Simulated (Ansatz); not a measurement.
For hcp La (model structure), PBE-D3(BJ) (plane waves, PAW; Ansatz, a quantum-chemistry and plane-wave program) gives:

```
Quantity                          Value
------------------------------  -------
equilibrium lattice constant a  3.677 Å
lattice parameter c             5.982 Å
```

Question: What does r²SCAN (PAW; Ansatz) give for the same quantities?

Answer: 
- lattice constant a: 3.820 Å (grows by 3.9 %)
- lattice parameter c: 6.037 Å (grows by 0.9 %)

Changes are worked out from the printed values.

Unless a cell is named, each level is at its own relaxed cell (PBE-D3(BJ) 35.03, r²SCAN 38.16 Å³/atom).

Ansatz's density-functional and Hartree–Fock values are scalar-relativistic unless marked +SOC, with PAW data made under PBE.

A model structure was made by putting elements into a prototype or built by hand; here it ended with the formula and space group of a phase in our tables.
